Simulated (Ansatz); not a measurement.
**BSiH4 (doublet): from Hartree-Fock to the top rungs at distance B1–H4 along a hydrogen transfer = 1.110 Å, cc-pVDZ**

How much of the correlation energy of BSiH4 (doublet) does each wave-function method recover here?

Method: cc-pVDZ, core rule «outside noble gas», up to 6 orbitals frozen; program: Ansatz 0.2.0, Gaussian basis.

The runs, in order: UHF; CCSD(T) on ROHF; CCSD(T) on UHF; BCCD(T) on ROHF; CISD; CCSDT(Q) on ROHF; CCSDT(Q) on UHF; CASSCF and MRCISD+Q, 3 electrons in 3 orbitals; CASSCF and NEVPT2, 3 electrons in 3 orbitals; CASSCF and NEVPT2, 9 electrons in 9 orbitals.

5 further runs of the same task are left out: 4 that didn't finish, 1 set aside as unsound or not needed.

## 1. The system

The geometry derives from fragments relaxed apart (PBE0/def2-TZVP) and kept rigid, so it is no stationary point. A hydrogen atom is moved between rigid fragments.

6 atoms, charge 0, spin multiplicity 2.

Atoms are counted from 1 here; the program's logs count them from 0.

Bond lengths: B1–H2 1.193 Å, B1–H3 1.193 Å, B1–H4 1.110 Å, Si5–H6 1.532 Å. Angles: H2–B1–H3 120.0°, H2–B1–H4 120.0°, H3–B1–H4 120.0°.

## 2. UHF

The input, in.yaml:

```yaml
crystal:
  periodic: [false, false, false]
  atoms:
    - {symbol: B, position_ang: [-2.295339, 0.034738, 0.000000]}
    - {symbol: H, position_ang: [-2.892072, 1.068310, 0.000000]}
    - {symbol: H, position_ang: [-2.892072, -0.998833, 0.000000]}
    - {symbol: H, position_ang: [-1.185339, 0.034738, 0.000000]}
    - {symbol: Si, position_ang: [1.080661, 0.034738, 0.000000]}
    - {symbol: H, position_ang: [1.477096, -1.444775, 0.000000]}
basis:
  gaussian: {orbitals: cc-pVDZ}
magnetization: {spin_polarized: true, initial_magnetization: 1}
hamiltonian: {xc: hf}
output: {orbitals: {seedname: orbitals}}
```

Launch:

```console
ansatz run in.yaml --threads 1 --pin off --events-out ev --progress --plain --max-ram 2393MiB
```

After this run come: CCSD(T) on ROHF; CCSD(T) on UHF; BCCD(T) on ROHF; CISD; CCSDT(Q) on ROHF; CCSDT(Q) on UHF; CASSCF and MRCISD+Q, 3 electrons in 3 orbitals; CASSCF and NEVPT2, 3 electrons in 3 orbitals; CASSCF and NEVPT2, 9 electrons in 9 orbitals.

**Question.** What will the summary of the whole plan be? Wanted: UCCSDT(Q) below the RHF energy; RMP2 from UCCSDT(Q); UMP2 from UCCSDT(Q); RCCSD from UCCSDT(Q); RCCSD(T) from UCCSDT(Q); UCCSD(T) from UCCSDT(Q); RCCSDT(Q) from UCCSDT(Q); NEVPT2 pair from UCCSDT(Q); NEVPT2 frontier from UCCSDT(Q).

The runs gave:

```
                         quantity                                                   value
   UCCSDT(Q) below the RHF energy                                              -5.9064 eV
              RMP2 from UCCSDT(Q)                                             +1408.0 meV
              UMP2 from UCCSDT(Q)                                             +1428.4 meV
             RCCSD from UCCSDT(Q)                                              +135.4 meV
          RCCSD(T) from UCCSDT(Q)                                               +30.6 meV
          UCCSD(T) from UCCSDT(Q)                                               +30.4 meV
         RCCSDT(Q) from UCCSDT(Q)                                                +0.2 meV
       NEVPT2 pair from UCCSDT(Q)                                             +1354.7 meV
   NEVPT2 frontier from UCCSDT(Q)                                             +1301.9 meV
levels within 1 kcal/mol (43 meV)  RCCSD(T), UCCSD(T), BCCD(T), RCCSDT, UCCSDT, RCCSDT(Q)
                    T1 diagnostic                                                   0.016
```

In words: RCCSD(T) misses by +30.6 meV, 0.5 % of the correlation energy. Of the multireference levels listed NEVPT2 frontier comes nearest in total energy (+1301.9 meV), which doesn't show that its space is the better one. These misses are within one basis, not against nature; the frozen cores of restricted and unrestricted runs differ, which can shift their rows.
